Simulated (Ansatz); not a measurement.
**AlH (SMILES [AlH]) at CCSDT(Q)/def2-TZVPPD**

What is the vertical ionisation energy of AlH at CCSDT(Q)/def2-TZVPPD? 

The calculation is run with Ansatz 0.2.0.

33 further runs of the same task are left out: 33 set aside as unsound or not needed.

## (1) The system as given

AlH: 2 atoms, total charge 0, spin state singlet. As SMILES, `[AlH]`. Geometry: relaxed at PBE0-D4/def2-TZVP.

Bond lengths: Al1–H2 1.665 Å.

## (2) The energy at CCSDT(Q)/def2-TZVPPD

input.yaml reads:

```yaml
crystal:
  periodic: [false, false, false]
  atoms:
    - {symbol: Al, position_ang: [-0.000000, 0.000000, -0.025640]}
    - {symbol: H, position_ang: [0.000000, -0.000000, 1.639110]}
basis:
  gaussian:
    orbitals: def2-TZVPPD.json
correlation:
  method: ccsdt_q
  frozen_orbitals: {Al: 5, H: 0}
accuracy: high
scf:
  omitted_lower_state_checks: [cluster_reference, increment]
```

The basis set def2-TZVPPD is read from a file made from the Basis Set Exchange's data (not shown).

Run with:

```console
$ ansatz run input.yaml --threads 1 --pin off --max-ram 3480MiB --events-out events.jsonl --progress --plain --runs-dir runs
```

Standard output (excerpt; [...] marks lines left out):

```text
Warning: RAYON_NUM_THREADS=1 ignored (pool sized by the plan → 1); use --threads N
Functional definition: HF
  name "HF"
[...]
816 factors; integrals over basis functions are off by at most 3.6e-9 eV
[...]
mean field -6597.61652821 eV, -242.4579353868 hartree, gradient 1.0e-8 eV, S^2 0.000000; 0 other end points of the search recorded, 0 dependent functions left out; unrestricted orbitals would lower it
5 core orbitals not correlated: weight in the atoms' cores, before any rotation towards them, 1.000 or more for the frozen orbitals, at most 0.000 for the correlated occupied ones
reference -6597.61652821 eV, -242.4579353868 hartree; 2, 2 occupied and 58, 58 virtual orbitals, 816 factors
second order -1.69523293 eV of doubles, -0.00000000 eV of singles
cycle   1  -2.04118342 eV  change   -3.5e-1 eV  update   6.7e-2
[...]
cycle  21  -2.29870957 eV  change  -2.9e-10 eV  update  2.1e-10
perturbative correction -0.00136595 eV, -0.0000501977 hartree
Total energy: -6599.91660373 eV, -242.5424616028 hartree
Checks for a lower state left out: cluster_reference, increment
```

It took 5.7 s on 1 thread of Arm Neoverse V2, shared host; peak memory 0.29 GiB.

## (3) The doublet cation at the same level

run.yaml reads:

```yaml
crystal:
  periodic: [false, false, false]
  atoms:
    - {symbol: Al, position_ang: [-0.000000, 0.000000, -0.025640]}
    - {symbol: H, position_ang: [0.000000, -0.000000, 1.639110]}
basis:
  gaussian:
    orbitals: def2-TZVPPD.json
total_charge: 1
magnetization:
  spin_polarized: true
  initial_magnetization: 1
correlation:
  method: ccsdt_q
  frozen_orbitals: {Al: 5, H: 0}
accuracy: high
scf:
  omitted_lower_state_checks: [cluster_reference, increment]
```

The basis set def2-TZVPPD is read from a file made from the Basis Set Exchange's data (not shown).

Run with:

```console
$ ansatz run run.yaml --threads 1 --pin off --max-ram 3480MiB --events-out events.jsonl --progress --plain --runs-dir runs
```

Standard output (excerpt; [...] marks lines left out):

```text
Warning: RAYON_NUM_THREADS=1 ignored (pool sized by the plan → 1); use --threads N
[... 2 set-up lines as earlier in the session ...]
[...]
816 factors; integrals over basis functions are off by at most 3.6e-9 eV
[...]
mean field -6590.36341896 eV, -242.1913885382 hartree, gradient 3.0e-8 eV, S^2 0.785336; 0 other end points of the search recorded, 0 dependent functions left out
5 core orbitals not correlated: weight in the atoms' cores, before any rotation towards them, 1.000 or more for the frozen orbitals, at most 0.000 for the correlated occupied ones
reference -6590.36341896 eV, -242.1913885382 hartree; 2, 1 occupied and 58, 59 virtual orbitals, 816 factors
second order -0.90105985 eV of doubles, -0.00000000 eV of singles
cycle   1  -1.10229732 eV  change   -2.0e-1 eV  update   4.9e-2
[...]
cycle  20  -1.28108313 eV  change   8.6e-11 eV  update  1.5e-10
perturbative correction 0.00000000 eV, 0.0000000000 hartree
Total energy: -6591.64450209 eV, -242.2384674748 hartree
Checks for a lower state left out: cluster_reference, increment
```

Run time: 15 s. Hardware: 1 thread of Arm Neoverse V2, shared host; peak memory 0.4 GiB.

## (4) Summary of results

Level: CCSDT(Q)/def2-TZVPPD, 5 core orbitals frozen.

| quantity | value |
| --- | --- |
| singlet AlH: total energy | -242.54246 Eh |
| singlet AlH: correlation energy (5 core orbitals frozen) | -84.5 mEh |
| singlet AlH: T1 diagnostic | 0.014 |
| doublet cation: total energy | -242.23847 Eh |
| doublet cation: correlation energy (5 core orbitals frozen) | -47.1 mEh |
| doublet cation: ⟨S²⟩ of the reference determinant | 0.785 |
| doublet cation: T1 diagnostic | 0.024 |
| vertical ionisation energy (to the doublet cation) | 8.272 eV |

What this shows: The vertical ionisation energy comes to 8.27 eV (798 kJ/mol). The restricted solution (singlet AlH) is unstable to spin breaking: an unrestricted one lies lower.
